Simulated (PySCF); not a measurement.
C₂H₆, SMILES CC.

Geometry: PBE-D3(BJ)/def2-TZVP.

The numbers are results of PBE-D3(BJ)/def2-TZVP in PySCF 2.14.0, not measurements.

Frequencies are harmonic and unscaled.

Modes within 1.5 cm⁻¹ of each other (mostly degenerate sets) share a row, with their intensities summed.

Computed harmonic wavenumbers and intensities:
```json
[
 {"mode": "1", "ν (cm⁻¹)": "302", "IR (km/mol)": "0.0", "moving atoms (share of kinetic energy)": "H 100 %"},
 {"mode": "2–3", "ν (cm⁻¹)": "800", "IR (km/mol)": "9.5", "moving atoms (share of kinetic energy)": "H 95 %"},
 {"mode": "4", "ν (cm⁻¹)": "992", "IR (km/mol)": "0.0", "moving atoms (share of kinetic energy)": "C 76 %, H 24 %"},
 {"mode": "5–6", "ν (cm⁻¹)": "1178", "IR (km/mol)": "0.0", "moving atoms (share of kinetic energy)": "H 65 %, C 35 %"},
 {"mode": "7", "ν (cm⁻¹)": "1357", "IR (km/mol)": "1.8", "moving atoms (share of kinetic energy)": "H 83 %, C 17 %"},
 {"mode": "8", "ν (cm⁻¹)": "1369", "IR (km/mol)": "0.0", "moving atoms (share of kinetic energy)": "H 79 %, C 21 %"},
 {"mode": "9–10", "ν (cm⁻¹)": "1452", "IR (km/mol)": "0.0", "moving atoms (share of kinetic energy)": "H 99 %"},
 {"mode": "11–12", "ν (cm⁻¹)": "1454", "IR (km/mol)": "22.2", "moving atoms (share of kinetic energy)": "H 95 %"},
 {"mode": "13", "ν (cm⁻¹)": "2969", "IR (km/mol)": "0.0", "moving atoms (share of kinetic energy)": "H 97 %"},
 {"mode": "14", "ν (cm⁻¹)": "2972", "IR (km/mol)": "59.7", "moving atoms (share of kinetic energy)": "H 97 %"},
 {"mode": "15–16", "ν (cm⁻¹)": "3022", "IR (km/mol)": "0.0", "moving atoms (share of kinetic energy)": "H 91 %, C 9 %"},
 {"mode": "17–18", "ν (cm⁻¹)": "3048", "IR (km/mol)": "114.2", "moving atoms (share of kinetic energy)": "H 91 %, C 9 %"}
]
```
